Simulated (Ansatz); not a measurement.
**C4H10S: a ladder of functionals and wavefunction methods**

An exercise on one series of results from a longer session: the logs are not shown, and one member is left open.

The runs use Ansatz 0.2.0, Gaussian basis; functionals in def2-TZVPP, the program's frozen cores in correlated methods.

Plan: LDA (SPW92), PBE-D4, revPBE-D4, BLYP-D4, r2SCAN-D4, B97M-V, PBE0-D4, B3LYP-D4, r2SCANh-D4, r2SCAN0-D4, HSE06-D4, BHLYP-D4, CAM-B3LYP-D4, LC-ωPBE, ωB97X-V, ωB97M-V, B2PLYP, PBE-QIDH; CCSD(T)/def2-SVP; CCSD(T)/def2-TZVPP; MP2/def2-QZVPP; extrapolation to the limit; RPA on PBE.

## The relaxed structure

All runs share one geometry, relaxed beforehand with PBE0-D4 in a triple-zeta def2 set.

SMILES `CCSCC`, 15 atoms, charge 0, spin multiplicity 1.

Atoms are counted from 1 here; the program's logs count them from 0.

Bond lengths: C1–C2 1.515 Å, C1–H6 1.092 Å, C1–H7 1.094 Å, C1–H8 1.092 Å, C2–S3 1.806 Å, C2–H9 1.093 Å, C2–H10 1.093 Å, S3–C4 1.806 Å, C4–C5 1.515 Å, C4–H11 1.093 Å, C4–H12 1.093 Å, C5–H13 1.092 Å, C5–H14 1.092 Å, C5–H15 1.094 Å. Angles: C2–C1–H6 110.9°, C2–C1–H7 110.5°, C2–C1–H8 111.6°, H6–C1–H7 108.5°, H6–C1–H8 107.9°, H7–C1–H8 107.4°, C1–C2–S3 114.8°, C1–C2–H9 110.6°, C1–C2–H10 111.2°, S3–C2–H9 103.6°, S3–C2–H10 109.5°, H9–C2–H10 106.5°, C2–S3–C4 102.2°, S3–C4–C5 114.8°, S3–C4–H11 109.5°, S3–C4–H12 103.6°, C5–C4–H11 111.2°, C5–C4–H12 110.6° and more.

Set-up of the first run:

in.yaml reads:

```yaml
crystal:
  periodic: [false, false, false]
  atoms:
    - {symbol: C, position_ang: [-1.973490, 0.077193, -0.225231]}
    - {symbol: C, position_ang: [-0.909315, -0.781078, -0.878877]}
    - {symbol: S, position_ang: [0.234835, -1.576876, 0.269931]}
    - {symbol: C, position_ang: [1.046625, -0.160138, 1.041926]}
    - {symbol: C, position_ang: [1.852070, 0.706015, 0.094624]}
    - {symbol: H, position_ang: [-2.543043, -0.499261, 0.506191]}
    - {symbol: H, position_ang: [-2.666844, 0.464922, -0.977078]}
    - {symbol: H, position_ang: [-1.537198, 0.936181, 0.289360]}
    - {symbol: H, position_ang: [-1.365737, -1.620413, -1.409880]}
    - {symbol: H, position_ang: [-0.344159, -0.212860, -1.622027]}
    - {symbol: H, position_ang: [0.307136, 0.431750, 1.587237]}
    - {symbol: H, position_ang: [1.697158, -0.614708, 1.793546]}
    - {symbol: H, position_ang: [2.597867, 0.111828, -0.436775]}
    - {symbol: H, position_ang: [1.214438, 1.188959, -0.649147]}
    - {symbol: H, position_ang: [2.367856, 1.497688, 0.645600]}
basis:
  gaussian: {orbitals: def2-TZVPP}
hamiltonian: {xc: lda}
output: {orbitals: {seedname: orbitals}}
```

Steps of the session up to this table: LDA; PBE-D4 (GGA); revPBE-D4 (GGA); BLYP-D4 (GGA); r2SCAN-D4 (meta-GGA); B97M-V (meta-GGA); PBE0-D4 (hybrid); B3LYP-D4 (hybrid); r2SCANh-D4 (hybrid); r2SCAN0-D4 (hybrid); HSE06-D4 (hybrid); BHLYP-D4 (hybrid); CAM-B3LYP-D4 (range-separated); LC-ωPBE-D4 (range-separated; the results give it without D4); ωB97X-V (range-separated); ωB97M-V (range-separated); B2PLYP (double hybrid); PBE-QIDH (double hybrid).

One table of the session follows, with a row left open; its other results are not shown here.

It belongs to the step «Orbital energies across the functionals». 

```
  functional  HOMO (eV)  LUMO (eV)  gap (eV)
 LDA (SPW92)      -5.11       0.05      5.15
      PBE-D4      -4.99       0.23      5.23
   revPBE-D4      -4.94       0.32      5.27
     BLYP-D4      -4.86       0.25      5.11
   r2SCAN-D4      -5.22       0.61      5.83
      B97M-V      -5.35       0.36      5.71
     PBE0-D4          ?          ?         ?
    B3LYP-D4      -5.99       0.73      6.71
  r2SCANh-D4      -5.67       0.96      6.63
  r2SCAN0-D4      -6.35       1.45      7.80
    HSE06-D4      -5.80       0.68      6.48
    BHLYP-D4      -7.31       1.68      8.98
CAM-B3LYP-D4      -7.56       1.84      9.39
     LC-ωPBE      -8.94       3.15     12.09
     ωB97X-V      -8.59       2.91     11.50
     ωB97M-V      -8.44       2.52     10.96
```

**Question.** Estimate the row for PBE0-D4.

**Answer.** HOMO (eV): -6.21; LUMO (eV): 1.05; gap (eV): 7.25. In the column «HOMO (eV)» it lies between r2SCAN0-D4 (-6.35) and B3LYP-D4 (-5.99).
